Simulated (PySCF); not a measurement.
Gas-phase reaction: Si(NH2)4 + 2 SiH3 ⇌ 4 NH2 + 3 SiH2

Energies from PySCF (xtb for GFN2), thermal terms from the rigid-rotor harmonic-oscillator model, ideal gas at 1 bar. † marks an energy on the PBE0/def2-TZVP geometry and frequencies; other levels use their own. CCSD(T) freezes the core. 6-31G* has spherical d functions here. Open shells (unrestricted): SiH3 (multiplicity 2), NH2 (multiplicity 2); the rest are closed-shell singlets. GFN2 has no spin-polarisation term. Si(NH2)4: computed as isolated molecules; such fragments, hydroxides, amides, oligomers or adducts are transient or little studied in the gas. CCSD(T) isn't extrapolated to the basis-set limit. The harmonic model lacks anharmonicity and excited electronic states, which grow with temperature; levels with a mode under 35 cm⁻¹ are left out. Internal rotation in Si(NH2)4 is treated as a harmonic vibration of one conformer, which makes the entropy rough.

| level | ΔE electronic, kJ | ΔH°(298 K), kJ | ΔS°(298 K), J/K | ΔG°(1200 K), kJ |
|---|---|---|---|---|
| CCSD(T)/def2-SVP† | 1477 | 1403 | 631 | 660 |
| GFN2-xTB | 1783 | 1710 | 605 | 1001 |
| HF/6-31G* | 1243 | 1166 | 637 | 412 |
| PBE/def2-SVP | 1593 | 1520 | 627 | 784 |
| r2SCAN/def2-TZVP† | 1628 | 1554 | 631 | 810 |
| ωB97M-V/def2-TZVP† | 1588 | 1514 | 631 | 770 |
ΔH° is lowest at HF/6-31G* and highest at GFN2-xTB. No reference value is set beside these.
